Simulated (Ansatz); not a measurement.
# CH2F2O (SMILES OC(F)F) at 6 levels

Aim: a comparison of 6 runs (HF/STO-3G, HF/3-21G, HF/def2-SVP, B3LYP/6-31G*, B3LYP/cc-pVDZ, MP2/pcseg-2) of CH2F2O. 

The calculation is run with Ansatz 0.2.0.

7 further runs of the same task are left out: 4 for a known fault of the program, 3 set aside as unsound or not needed.

**1. The molecule**

The species is CH2F2O (6 atoms), meant as a singlet with charge 0. SMILES: `OC(F)F`. The coordinates come from a PBE0-D4/def2-TZVP relaxation. This is one conformer, not always the lowest.

Bond lengths: O1–C2 1.346 Å, C2–F3 1.355 Å, C2–F4 1.355 Å, O1–H5 0.966 Å, C2–H6 1.091 Å. Angles: O1–C2–F3 111.4°, O1–C2–F4 111.4°, F3–C2–F4 105.7°, O1–C2–H6 109.4°, F3–C2–H6 109.4°, F4–C2–H6 109.4°, C2–O1–H5 108.8°.

**2. Energy and gradient at HF/STO-3G (run 1)**

in.yaml reads:

```yaml
basis:
  gaussian:
    orbitals: STO-3G
crystal:
  periodic: [false, false, false]
  atoms:
    - {symbol: O, position_ang: [0.095100, 0.985600, -0.438500]}
    - {symbol: C, position_ang: [0.060600, -0.137800, 0.302200]}
    - {symbol: F, position_ang: [0.876300, -1.092500, -0.208200]}
    - {symbol: F, position_ang: [-1.179700, -0.684300, 0.315100]}
    - {symbol: H, position_ang: [-0.176600, 0.772900, -1.340300]}
    - {symbol: H, position_ang: [0.366200, 0.092100, 1.323500]}
total_charge: 0
hamiltonian:
  xc: hf
accuracy: high
output:
  forces: true
  orbitals: {seedname: orbitals}
```

On the command line:

```bash
$ ansatz run in.yaml --threads 1 --pin off --max-ram 2610MiB --events-out events.jsonl --progress --plain --runs-dir runs
```

Log:

```text
Warning: RAYON_NUM_THREADS=1 ignored (pool sized by the plan → 1); use --threads N
Functional definition: HF
  name "HF"
  exchange = exact_x
  correlation = 0
423 factors; integrals over basis functions are off by at most 4.8e-8 eV
mean field evaluation 1: about -8389.5670 eV, gradient 3.5e1 eV
mean field evaluation 2: about -8389.7622 eV, gradient 3.5e1 eV
mean field evaluation 4: about -8393.9601 eV, gradient 1.9e0 eV
mean field evaluation 8: about -8393.9768 eV, gradient 2.5e-4 eV
mean field -8393.97676904 eV, -308.4729566204 hartree, gradient 1.9e-8 eV, S^2 0.000000; 0 other end points of the search recorded, 0 dependent functions left out
the calculation of the forces begins
reference -8393.97676904 eV, -308.4729566204 hartree; 17, 17 occupied and 5, 5 virtual orbitals, 423 factors
Total energy: -8393.97676904 eV, -308.4729566204 hartree
Atom 0 at     0.095100     0.985600    -0.438500 Å, force     0.676833     4.044926    -0.496155 eV/Å
Atom 1 at     0.060600    -0.137800     0.302200 Å, force    -0.144336    -2.341939     1.250004 eV/Å
Atom 2 at     0.876300    -1.092500    -0.208200 Å, force     1.137145    -1.083008    -0.624825 eV/Å
Atom 3 at    -1.179700    -0.684300     0.315100 Å, force    -1.602849    -0.541001     0.071963 eV/Å
Atom 4 at    -0.176600     0.772900    -1.340300 Å, force    -0.427752    -0.628409    -1.190656 eV/Å
Atom 5 at     0.366200     0.092100     1.323500 Å, force     0.360958     0.549431     0.989669 eV/Å
Dipole moment:    -0.016719     0.022517    -0.083230 e Å
```

Wall time 0.34 s (1 thread of Arm Neoverse V1, shared host).

**3. Energy and gradient at HF/3-21G (run 2)**

in.yaml reads:

```yaml
crystal:
  periodic: [false, false, false]
  atoms:
    - symbol: O
      position_ang: [0.095100, 0.985600, -0.438500]
    - symbol: C
      position_ang: [0.060600, -0.137800, 0.302200]
    - symbol: F
      position_ang: [0.876300, -1.092500, -0.208200]
    - symbol: F
      position_ang: [-1.179700, -0.684300, 0.315100]
    - symbol: H
      position_ang: [-0.176600, 0.772900, -1.340300]
    - symbol: H
      position_ang: [0.366200, 0.092100, 1.323500]
basis:
  gaussian: {orbitals: 3-21G.json}
hamiltonian: {xc: hf}
accuracy: high
output: {forces: true, orbitals: {seedname: orbitals}}
```

The basis set 3-21G is read from a file made from the Basis Set Exchange's data (not shown).

On the command line:

```bash
$ ansatz run in.yaml --threads 1 --pin off --max-ram 2610MiB --events-out events.jsonl --progress --plain --runs-dir runs
```

Log:

```text
Warning: RAYON_NUM_THREADS=1 ignored (pool sized by the plan → 1); use --threads N
[... 4 set-up lines as earlier in the session ...]
845 factors; integrals over basis functions are off by at most 3.6e-9 eV
mean field evaluation 1: about -8461.4978 eV, gradient 3.7e1 eV
mean field evaluation 2: about -8461.8151 eV, gradient 3.8e1 eV
mean field evaluation 4: about -8464.6927 eV, gradient 2.2e0 eV
mean field evaluation 8: about -8464.7253 eV, gradient 1.4e-1 eV
mean field evaluation 16: about -8464.7254 eV, gradient 4.2e-8 eV
mean field -8464.72537031 eV, -311.0729197618 hartree, gradient 4.2e-8 eV, S^2 0.000000; 0 other end points of the search recorded, 0 dependent functions left out
the calculation of the forces begins
reference -8464.72537031 eV, -311.0729197618 hartree; 17, 17 occupied and 23, 23 virtual orbitals, 845 factors
Total energy: -8464.72537031 eV, -311.0729197618 hartree
Atom 0 at     0.095100     0.985600    -0.438500 Å, force    -0.100658     0.145151    -0.509598 eV/Å
Atom 1 at     0.060600    -0.137800     0.302200 Å, force     0.578244     0.021328     2.248611 eV/Å
Atom 2 at     0.876300    -1.092500    -0.208200 Å, force     0.338183    -0.345232    -0.340398 eV/Å
Atom 3 at    -1.179700    -0.684300     0.315100 Å, force    -0.557517    -0.168933    -0.112845 eV/Å
Atom 4 at    -0.176600     0.772900    -1.340300 Å, force    -0.021898     0.450853    -0.437637 eV/Å
Atom 5 at     0.366200     0.092100     1.323500 Å, force    -0.236354    -0.103167    -0.848133 eV/Å
Dipole moment:     0.005883     0.127142    -0.075982 e Å
```

Wall time 0.53 s (1 thread of Arm Neoverse V1, shared host).

Runs 3 to 5 aren't shown in full; the table further down has their settings and results.

**4. Energy and gradient at MP2/pcseg-2 (run 6)**

run.yaml reads:

```yaml
crystal:
  periodic: [false, false, false]
  atoms:
    - {symbol: O, position_ang: [0.095100, 0.985600, -0.438500]}
    - {symbol: C, position_ang: [0.060600, -0.137800, 0.302200]}
    - {symbol: F, position_ang: [0.876300, -1.092500, -0.208200]}
    - {symbol: F, position_ang: [-1.179700, -0.684300, 0.315100]}
    - {symbol: H, position_ang: [-0.176600, 0.772900, -1.340300]}
    - {symbol: H, position_ang: [0.366200, 0.092100, 1.323500]}
basis:
  gaussian:
    orbitals: pcseg-2
correlation:
  method: mp2
  frozen_orbitals: {C: 1, F: 1, H: 0, O: 1}
accuracy: high
output: {forces: true, orbitals: {seedname: orbitals}}
```

On the command line:

```bash
$ ansatz run run.yaml --threads 1 --pin off --max-ram 2610MiB --events-out events.jsonl --progress --plain --runs-dir runs
```

Log:

```text
Warning: RAYON_NUM_THREADS=1 ignored (pool sized by the plan → 1); use --threads N
[... 4 set-up lines as earlier in the session ...]
2651 factors; integrals over basis functions are off by at most 3.1e-9 eV
mean field evaluation 1: about -8511.5755 eV, gradient 4.2e1 eV
mean field evaluation 2: about -8511.6607 eV, gradient 4.2e1 eV
mean field evaluation 4: about -8514.6252 eV, gradient 2.9e0 eV
mean field evaluation 8: about -8514.6599 eV, gradient 1.5e-1 eV
mean field evaluation 16: about -8514.6600 eV, gradient 6.5e-9 eV
mean field -8514.65996842 eV, -312.9079823956 hartree, gradient 6.5e-9 eV, S^2 0.000000; 0 other end points of the search recorded, 0 dependent functions left out
4 core orbitals not correlated: weight in the atoms' cores, before any rotation towards them, 1.000 or more for the frozen orbitals, at most 0.000 for the correlated occupied ones
reference -8514.65996842 eV, -312.9079823956 hartree; 13, 13 occupied and 131, 131 virtual orbitals, 2651 factors
second order -24.00933540 eV of doubles, -0.00000000 eV of singles
the calculation of the forces begins
Total energy: -8538.66930382 eV, -313.7903091973 hartree
Atom 0 at     0.095100     0.985600    -0.438500 Å, force    -0.005796     0.233577    -0.205758 eV/Å
Atom 1 at     0.060600    -0.137800     0.302200 Å, force     0.097261    -0.018441     0.391891 eV/Å
Atom 2 at     0.876300    -1.092500    -0.208200 Å, force     0.087822    -0.092130    -0.043727 eV/Å
Atom 3 at    -1.179700    -0.684300     0.315100 Å, force    -0.126044    -0.050809     0.010408 eV/Å
Atom 4 at    -0.176600     0.772900    -1.340300 Å, force     0.026634    -0.019451     0.119947 eV/Å
Atom 5 at     0.366200     0.092100     1.323500 Å, force    -0.079877    -0.052746    -0.272760 eV/Å
Dipole moment:     0.011918     0.141508    -0.063426 e Å
```

It took 31 s on 1 thread of Arm Neoverse V1, shared host; peak memory 0.66 GiB.

**5. Overview of the runs**

```csv
run,level,Cartesian functions,frozen core orbitals,energy (Eh),dipole moment (D),HOMO energy (eV),LUMO energy (eV),wall time
1,HF/STO-3G,no,–,-308.472957,0.42,-11.21,15.29,0.34 s
2,HF/3-21G,no,–,-311.072920,0.71,-14.66,6.94,0.53 s
3,HF/def2-SVP,no,–,-312.534075,0.83,-14.96,4.98,1.8 s
4,B3LYP/6-31G* (Cartesian functions),yes,–,-314.208296,0.70,-9.20,1.90,5.7 s
5,B3LYP/cc-pVDZ,no,–,-314.234693,0.79,-9.25,1.45,5.7 s
6,MP2/pcseg-2,no,4,-313.790309,0.75,-15.04,2.87,31 s
```

**6. Summary of results**

| quantity | value |
| --- | --- |
| run 6: total energy | -313.79031 Eh |
| run 6: dipole moment (correlated density) | 0.75 D |
| run 6: HOMO energy (Hartree–Fock orbitals) | -15.04 eV |
| run 6: LUMO energy (Hartree–Fock orbitals) | 2.87 eV |
| run 6: HOMO–LUMO gap (Hartree–Fock orbitals) | 17.90 eV |
| run 6: correlation energy (4 core orbitals frozen) | -882.3 mEh |
| run 6: largest force on an atom | 0.404 eV/Å |

In words: The dipole moment (its size) runs from 0.42 D (HF/STO-3G) to 0.83 D (HF/def2-SVP). Over runs 1, 2, 3, 4, 5 the HOMO–LUMO gap runs from 10.70 eV (B3LYP/cc-pVDZ) to 26.50 eV (HF/STO-3G). The two ends differ in method and basis. In run 1 the basis is minimal, so the values are rough. All runs together took 45 s, the longest 31 s.
